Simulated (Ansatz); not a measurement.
Born–Oppenheimer molecular dynamics of C2H3 + H2O (8 atoms, charge -1, multiplicity 1). It starts from a relaxed structure.

Level of theory: RKS LDA/def2-SVP in Ansatz.

| Item | Value |
| --- | --- |
| ensemble | NVE (velocity Verlet) |
| time step | 1 fs |
| steps asked | 300 |
| starting velocities drawn for | 500 K |
| seed | 48931 |

First frame:

```xyz
8
Properties=species:S:1:pos:R:3
O -0.009 -0.237 -2.324
H 0.784 -0.780 -2.151
C -0.515 -0.168 0.335
C 0.210 0.499 1.254
H -1.292 -0.814 0.841
H -0.305 -0.145 -1.272
H 1.033 1.192 0.944
H 0.093 0.453 2.373
```

**Question.** How far do the bonds stretch over the last three quarters of this one trajectory? (Pairs bonded in most of those frames.)

**Answer.** 
```
 bond  mean (Å)  spread (Å)  shortest  longest
O1–H2     0.979       0.021      0.95     1.01
O1–H6     1.097       0.027      1.03     1.15
C3–C4     1.348       0.022      1.30     1.39
C3–H5     1.144       0.065      1.04     1.24
C4–H7     1.121       0.012      1.10     1.14
C4–H8     1.133       0.043      1.05     1.22
```

Mean temperature of the second half: 261 K. The conserved energy stayed within 2.1 meV per atom of its start (net change 0.64 meV per atom), so the integration is sound. The temperature averaged 0.52 of the 500 K drawn at the start: a run that starts near a minimum puts about half its kinetic energy into the potential. A run of 0.3 ps of so small a system gives no equilibrium averages. Limits of this set-up: an anion without diffuse functions, the dipole of an ion depends on the origin.

Run time: 2.6 min on 1 thread of Arm Neoverse V2, on a shared host, peak memory 0.23 GiB.
